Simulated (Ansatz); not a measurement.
A nudged elastic band was laid between two geometries of BH4N + H4Si (11 atoms, charge 0, multiplicity 1).

These are results of Ansatz 0.2.0, RKS PBE0-D4/6-31G*, not measurements.

```yaml
movable_images: 7
climbing_image: yes
spring: 5.0 eV/Å²
optimiser: quadratic models (default)
start_path: through a guess of the saddle point
force_threshold: 0.03 eV/Å
iteration_limit: 60
end_points: relaxed
```

Initial state:

```xyz
11
Properties=species:S:1:pos:R:3
B 0.227 -0.674 -0.004
N -0.114 -0.532 1.338
H -1.067 -0.534 1.672
H 0.568 -0.428 2.075
H 1.387 -0.666 -0.309
H -0.650 -0.799 -0.813
Si -0.360 2.913 1.333
H -1.710 2.323 1.121
H -0.495 4.391 1.465
H 0.526 2.602 0.181
H 0.231 2.376 2.590
```

Final state:

```xyz
11
Properties=species:S:1:pos:R:3
B 0.224 0.485 0.428
N -0.039 -0.143 1.918
H -1.030 -0.145 2.155
H 0.293 -1.105 1.971
H 1.423 0.419 0.260
H -0.389 -0.230 -0.335
Si -0.445 2.396 0.399
H -1.917 2.540 0.690
H 0.199 3.284 1.433
H -0.223 3.080 -0.912
H 0.445 0.391 2.640
```

Problem. What changes between the two ends?

Solution. Bonds broken: Si7–H11. Bonds formed: B1–Si7, N2–H11. BH4N + H4Si becomes BH8NSi.

Problem. Give the energies along the band, and the barrier.

Solution. The run converged. The highest image is number 5 of 0 to 8, 186.5 kJ/mol above the first end and 178.6 kJ/mol above the last; the last end lies 7.9 kJ/mol above the first. Neighbouring images differ by up to 1.8 eV, so the band resolves the path poorly. A vibrational analysis at the climbing image gives one clearly imaginary mode, 1440i cm⁻¹: a first-order saddle point. The orbitals stay closed-shell, which can raise the energy where a bond breaks towards radicals; this wasn't checked here.

```tsv
image	path coordinate (Å)	energy (kJ/mol)	Si7–H11 (Å)	B1–Si7 (Å)	N2–H11 (Å)
0	0.00	0.0	1.49	3.87	3.18
1	1.50	0.2	1.49	3.92	3.15
2	2.99	1.9	1.49	3.74	3.38
3	4.49	4.9	1.49	3.71	3.31
4	5.98	15.0	1.48	3.27	2.57
5	7.47	186.5	1.83	2.22	1.37
6	10.77	15.9	3.82	2.02	1.02
7	14.07	8.7	3.12	2.03	1.02
8	17.36	7.9	3.14	2.03	1.02
```

Problem. What is the geometry of the highest image?

Solution. 
```xyz
11
Properties=species:S:1:pos:R:3:forces:R:3
B -0.270 0.232 0.577 0.00 0.00 0.00
N 0.306 -0.299 1.936 0.00 0.00 0.00
H -0.332 -0.754 2.572 0.00 0.00 0.00
H 1.230 -0.706 1.928 0.00 0.00 0.00
H 0.466 0.101 -0.366 0.00 0.00 0.00
H -1.448 0.042 0.422 0.00 0.00 0.00
Si -0.335 2.449 0.587 0.00 0.00 0.00
H -0.903 2.546 -0.785 0.00 0.00 0.00
H -1.270 3.133 1.531 0.00 0.00 0.00
H 0.957 3.202 0.614 0.00 0.00 0.00
H 0.139 1.028 1.630 0.00 0.00 0.00
```

Run time: 12 min on 1 thread of Arm Neoverse V2, with other jobs on the host, peak memory 0.13 GiB.
